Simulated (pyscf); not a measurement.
A first-order saddle from PySCF, ωB97X-D3(BJ)/def2-SVP:

```xyz
6

C     -0.1668    -0.0575     0.5066
C      0.8716     1.2917     0.1065
N      1.2561     0.3653    -0.5398
H     -1.1364     0.3734     0.2382
H     -0.0752    -1.0629     0.0787
H     -0.0038    -0.0979     1.5881
```

Surface: singlet, charge 0. Lowest wavenumbers (cm⁻¹): 447i, 220, 664, 990, 993.

What reaction is this the transition state of?

H₃C–C≡N (SMILES CC#N) <-> C⁻≡N⁺–CH₃ (SMILES [C-]#[N+]C), a group migration read from left to right: C–C broken and C–N formed. At CCSD(T)/def2-TZVPP + ΔMP2(QZVPP) it lies +64.2 kcal/mol from the left side and +40.0 kcal/mol from the right (each side as separated species at their lowest minima found). This is the saddle that the search found; another between the same sides may lie lower. The CCSD(T) − MP2 part came from Ansatz, without density fitting, on the same reference.
